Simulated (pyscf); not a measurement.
PySCF, gas phase, ωB97X-D3(BJ)/def2-SVP geometries. Correlated levels are frozen-core, on RHF or UHF. ΔMP2 is the change of the MP2 total energy from the triple- to the quadruple-zeta basis.

Q: For the elementary gas-phase step `[Cl][CH][Cl]` [doublet] + `[ClH]` -> `[Cl][CH2][Cl]` + `[Cl]` [doublet] (doublet surface; Cl–H broken, C–H formed), what barrier and reaction energy does CCSD(T)/def2-TZVPP + ΔMP2(QZVPP) give, measured from the separated reactants?

A: ΔE‡ = 7.9 kcal/mol, ΔE = +3.3 kcal/mol. Zero-point energy shifts the barrier by 0.0 kcal/mol. It is a hydrogen abstraction, with an imaginary mode of 1044i cm⁻¹. On the product side the descent ends in what is likely a three-electron adduct, which functionals tend to overbind (not fully relaxed), 5.0 kcal/mol under the separated species and 6.8 kcal/mol under the saddle at ωB97X-D3(BJ)/def2-TZVP. At ωB97X-D3(BJ) the barrier from the zero used here is 5.9 kcal/mol. One saddle was located; it need not be the lowest between these sides. The angle at the transferred H is 175°. The CCSD(T) − MP2 part came from Ansatz, without density fitting, on the same reference. Left out: the spin-orbit lowering of Cl.
